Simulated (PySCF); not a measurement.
A search over the determinants of SiO⁺

Unrestricted PBE0; basis Si def2-TZVPPD, O def2-TZVPPD; no relativity; PySCF 2.14. Outer shells of the fragments: Si+ 3s2 3p1; O 2s2 2p4.

Followed along the bond (rough minima from three points):

| 2Ms+1 | unpaired | ⟨S²⟩ at the start | R at minimum (Å) | Te (eV) |
| --- | --- | --- | --- | --- |
| 2 | σ ↑ | 0.78 | 1.52 | 0.00 |
| 2 | π ↑ | 0.76 | 1.65 | 0.16 |
| 4 | σ ↑, π ↑↑ | 3.76 | 1.72 | 3.76 |

Solutions found at the starting distance of 1.815 Å, counted from the lowest of them; the search is not exhaustive and high or unbound solutions are not listed, so other states can lie among these:

| 2Ms+1 | unpaired | term | E (eV) | ⟨S²⟩ | ⟨Lz²⟩ | μ (D) |
| --- | --- | --- | --- | --- | --- | --- |
| 2 | π ↑ | ²Π | 0.00 | 0.76 | 1.02 | -3.72 |
| 2 | σ ↑ | ²Σ⁺ | 0.72 | 0.78 | 0.00 | -4.85 |
| 4 | σ ↑, π ↑↑ | mixed | 3.33 | 3.76 | 2.01 | -2.95 |
| 4 | σ ↑, π ↑↑ | mixed | 3.59 | 3.76 | 2.01 | -2.93 |
| 2 | σ ↑, π ↑↓ | mixed | 4.19 | 1.78 | 2.02 | -2.24 |
| 2 | σ ↓, π ↑↑ | mixed | 4.27 | 1.78 | 2.02 | -2.59 |

A term symbol is given only where ⟨S²⟩ and ⟨Lz²⟩ are close to those of a pure state; real π, δ and φ orbitals otherwise mix terms. A positive dipole points towards O; it is taken about the centre of mass and depends on that origin.

**Question.** Compare the gap between the two lowest followed solutions at the starting distance with the gap between their minima.

**Answer.** At PBE0 the second solution (doublet, unpaired electrons π ↑) lies -0.72 eV from the first (doublet, unpaired electrons σ ↑) at 1.815 Å and +0.16 eV at the minima; the two curves relax by different amounts, since their minima lie near 1.65 and 1.52 Å.

Counting both spins, an empty level lies below a filled one in some of these solutions, because spin and occupation are held.
